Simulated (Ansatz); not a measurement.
# An input for AlHF (SMILES [F][AlH])

AlHF: 3 atoms, total charge 0, spin state doublet. As SMILES, `[F][AlH]`. Geometry: relaxed at PBE0-D4/def2-TZVP.

```xyz
3

F     0.9071    0.8932    0.5856
Al   -0.4325    0.3180   -0.1995
H    -0.4854   -1.2761   -0.3993
```

Settings wanted:

```yaml
basis_set: STO-3G
integral_approximation: none
task: energy
method: CCSDT
dispersion: none
reference: UHF
accuracy: high
frozen_core_orbitals: 6
```

**Question.** Give an Ansatz 0.2.0 job that does this.

**Answer.** One that was run (others would do as well):

input.yaml:
```yaml
crystal:
  periodic: [false, false, false]
  atoms:
    - {symbol: F, position_ang: [0.907100, 0.893200, 0.585600]}
    - {symbol: Al, position_ang: [-0.432500, 0.318000, -0.199500]}
    - {symbol: H, position_ang: [-0.485400, -1.276100, -0.399300]}
basis:
  gaussian:
    orbitals: STO-3G
magnetization:
  spin_polarized: true
  initial_magnetization: 1
correlation:
  method: ccsdt
  frozen_orbitals: {Al: 5, F: 1, H: 0}
accuracy: high
scf:
  omitted_lower_state_checks: [cluster_reference, increment]
```

```bash
$ ansatz run input.yaml --threads 1 --pin off --max-ram 2610MiB --events-out events.jsonl --progress --plain --runs-dir runs
```

Calculated total energy: -337.64387 Eh.
